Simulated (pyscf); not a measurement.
Single points on ωB97X-D3(BJ)/def2-SVP structures (PySCF, gas phase).

Problem. For HCl (SMILES Cl) + F–Sn(Cl)(Cl)–Cl (SMILES [F][Sn]([Cl])([Cl])[Cl]) -> F–Cl (SMILES FCl) + Cl–SnH(Cl)–Cl (SMILES [Cl][SnH]([Cl])[Cl]), a four-centre exchange (singlet surface; Cl–H, F–Sn broken, Cl–F, H–Sn formed), PBE/def2-TZVP gives ΔE‡ = 3.49 eV and ΔE = +3.28 eV (zero: the separated reactants). In which direction and how far do r²SCAN/def2-TZVP, B3LYP-D3(BJ)/def2-TZVP, ωB97M-D3(BJ)/def2-TZVP move these?

Solution. r²SCAN: ΔE‡ = 3.93 eV, ΔE = +3.50 eV; B3LYP-D3(BJ): ΔE‡ = 4.00 eV, ΔE = +3.36 eV; ωB97M-D3(BJ): ΔE‡ = 4.93 eV, ΔE = +3.40 eV. PBE's barrier lies under all of them, by 0.44 to 1.44 eV. Its reaction energy lies under all of them, by 0.08 to 0.22 eV. Low barriers are usual for a GGA, whose delocalisation error favours stretched bonds. At the saddle there is also a short F–H contact that neither side keeps. The same reactants have a lower exit, to Cl–Sn(Cl)(Cl)–Cl + HF (barrier +0.40 eV at ωB97M-D3(BJ)/def2-TZVP, against +4.93 eV here). One saddle was located; it need not be the lowest between these sides. A restricted solution here is unstable towards spin polarisation, so biradical character is likely and single-reference numbers are less safe. Elements past Kr carry the def2 core potentials, without spin-orbit coupling.
